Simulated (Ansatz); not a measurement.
The input, for Ansatz 0.2.0:

```yaml
crystal:
  periodic: [false, false, false]
  atoms:
    - {symbol: Si, position_ang: [0.000000, 0.000000, -2.802730]}
    - {symbol: Mg, position_ang: [0.000000, 0.000000, -0.192135]}
    - {symbol: H, position_ang: [0.000000, 0.000000, 2.994865]}
basis:
  gaussian: {orbitals: 6-31G}
magnetization: {spin_polarized: true, initial_magnetization: 1}
hamiltonian: {xc: {name: r2SCAN0}}
```

```sh
$ ansatz run in.yaml --threads 1 --pin off --events-out ev --progress --plain --max-ram 2393MiB
```

Log:

```
304 factors; integrals over basis functions are off by at most 2.3e-4 eV
mean field evaluation 1: about -13327.5280 eV, gradient 9.6e0 eV
mean field evaluation 2: about -13311.1388 eV, gradient 2.1e1 eV
mean field evaluation 4: about -13329.3080 eV, gradient 3.0e0 eV
mean field evaluation 8: about -13329.5230 eV, gradient 2.4e-1 eV
mean field evaluation 16: about -13329.8640 eV, gradient 4.9e-3 eV
mean field evaluation 32: about -13320.4036 eV, gradient 2.3e1 eV
mean field evaluation 64: about -13329.8640 eV, gradient 1.7e-5 eV
mean field evaluation 96: about -13328.9579 eV, gradient 2.0e-3 eV
mean field evaluation 128: about -13329.9977 eV, gradient 1.0e-5 eV
mean field evaluation 160: about -13329.6551 eV, gradient 1.2e0 eV
mean field -13330.14241784 eV, -489.8736983607 hartree, gradient 7.0e-6 eV, S^2 1.879022; 17 other end points of the search recorded, 0 dependent functions left out
reference -13330.14243240 eV, -489.8736988955 hartree; 14, 13 occupied and 14, 15 virtual orbitals, 304 factors
Total energy: -13330.14243240 eV, -489.8736988955 hartree
```

Ran on 1 thread of Arm Neoverse V1, shared host: 20 s wall, 0.15 GiB peak host memory.
